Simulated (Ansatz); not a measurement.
**Property card for ZnO**

The calculation used DFT r2SCAN, scalar-relativistic, plane waves, PAW (Ansatz).

Plane waves to 500 eV, a k mesh through Γ of 12×12×6 on the computed 4-atom cell and Gaussian smearing (0.02 eV); no spin polarisation.

The structure is relaxed at this level of theory with its symmetry kept.

Symmetry: P6_3mc, No. 186, hexagonal system. Conventional cell: a = 3.235 Å, b = 3.235 Å, c = 5.211 Å, α = 90.00°, β = 90.00°, γ = 120.00°. Around Zn (site symmetry 3m) lie 4 O at 1.97 to 1.98 Å. O (site symmetry 3m) has 4 Zn at 1.97 to 1.98 Å as nearest neighbours.

```json
{
  "Volume per atom": "11.81 Å³",
  "Formation energy from the elements' standard states (uncorrected)": "-1.637 eV/atom",
  "Generalised Kohn–Sham band gap": "1.24 eV, direct at Γ",
  "Löwdin character of the top 1 eV of the valence band": "O 2p 72 %, Zn 3d 25 %",
  "Löwdin character of the lowest 1 eV of the conduction band": "Zn 4s 59 %, O 2s 22 %, O 2p 17 %",
  "Electron masses at the edge by Cartesian direction of the standard setting (m_e; degenerate bands sorted by energy; no spin-orbit coupling)": "x: 0.19; y: 0.19; z: 0.19",
  "Hole masses at the edge by Cartesian direction of the standard setting (m_e; degenerate bands sorted by energy; no spin-orbit coupling)": "x: 2.5, 0.22; y: 2.5, 0.22; z: 2.8, 2.8",
  "Bulk modulus": "150 GPa",
  "Its pressure derivative": "4.4",
  "Bader charges (e)": "Zn (2 in the cell) 1.28, O (2 in the cell) -1.28"
}
```